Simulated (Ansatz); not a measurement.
Two structures of SiH$_{4}$, closed shell, reached by relaxing down either side of one saddle point (PBE0-D4/def2-TZVP). Energies are electronic, without zero-point energy. Computed with Ansatz 0.2.0 (basis: def2-TZVPP and def2-QZVPP); correlated methods freeze the cores. Extrapolation: Hartree–Fock as exp(−7.88 √X), correlation as X^−2.97. First:

Si1  (0.304, 0.807, -0.090)
H2  (-0.101, -0.542, -1.086)
H3  (-0.289, -0.874, -0.349)
H4  (-1.002, 0.687, 0.669)
H5  (1.088, -0.078, 0.856)
(Å)

Second:

Si1  (0.000, 0.000, 0.000)
H2  (0.207, 0.208, -1.455)
H3  (-0.523, -1.369, 0.235)
H4  (-0.976, 0.996, 0.508)
H5  (1.292, 0.165, 0.712)
(Å)

Question: Which bonds change from the first to the second?

Answer: SiH₂ + H₂ → SiH₄; bonds formed: Si1–H3; dative contacts that become bonds: Si1–H2; bonds broken: H2–H3.

Question: Give the saddle point's structure and its height above each. (Judge from chemistry; the value comes from the calculation.)

Answer: The calculation gives: 0.259 eV above the first and 2.585 eV above the second (CCSD(T) at an estimated basis limit (MP2 extrapolated from triple and quadruple zeta, plus CCSD(T) − MP2 in triple zeta)).
| atom | x (Å) | y (Å) | z (Å) |
| --- | --- | --- | --- |
| Si1 | 0.2277 | 0.6050 | -0.0673 |
| H2 | -0.0345 | -0.3867 | -1.1951 |
| H3 | -0.3204 | -0.9287 | -0.2213 |
| H4 | -1.0716 | 0.7711 | 0.6401 |
| H5 | 1.1988 | -0.0607 | 0.8436 |

No T1 diagnostic of these runs exceeds 0.016. The restricted Hartree–Fock reference is unstable towards an unrestricted one at one or more of these structures.

Losses and insertions of silylenes and their heavier kin drive the gas-phase chemistry of silicon and germanium vapour deposition.

For scale, one of the runs: CCSD(T)/def2-TZVPP, 98 basis functions, launched by `ansatz run in.yaml --threads 2 --pin off --events-out ev --progress --plain --max-ram 4352MiB`. Hardware: 2 CPU threads of an Arm Neoverse V1, shared host. Wall time about 1 s.
